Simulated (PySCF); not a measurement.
How methods differ on the electron affinity of P

P- [Ne] 3s2 3p4 (3P) → P [Ne] 3s2 3p3 (4S), as a difference of total energies. All numbers are calculated (PySCF 2.14, scalar relativity by spin-free X2C-1e, in aug-cc-pVDZ-DK (5s4p2d, 27 functions)). Correlated levels: valence: [Ne] frozen. The calculations carry no spin-orbit coupling.

```json
{"method": "UHF", "electron affinity (eV)": "-0.377", "plus first-order spin-orbit estimate": "-0.365", "error of that sum (eV)": "-1.112"}
{"method": "MP2 (valence)", "electron affinity (eV)": "0.257", "plus first-order spin-orbit estimate": "0.269", "error of that sum (eV)": "-0.478"}
{"method": "SCS-MP2 (valence)", "electron affinity (eV)": "0.291", "plus first-order spin-orbit estimate": "0.303", "error of that sum (eV)": "-0.444"}
{"method": "CCSD (valence)", "electron affinity (eV)": "0.298", "plus first-order spin-orbit estimate": "0.310", "error of that sum (eV)": "-0.437"}
{"method": "CCSD(T) (valence)", "electron affinity (eV)": "0.349", "plus first-order spin-orbit estimate": "0.361", "error of that sum (eV)": "-0.386"}
{"method": "CCSDT (valence)", "electron affinity (eV)": "0.362", "plus first-order spin-orbit estimate": "0.374", "error of that sum (eV)": "-0.373"}
```

Reference: 0.747 eV (measured; photodetachment measurements, as compiled on the Wikipedia data page of electron affinities).

A first-order spin-orbit estimate (lowest level to lowest level, LS coupling) adds 0.012 eV.

Errors of the correlated levels include the incompleteness of this basis and the frozen core.

A negative affinity means that the anion lies above the atom at that level of theory.
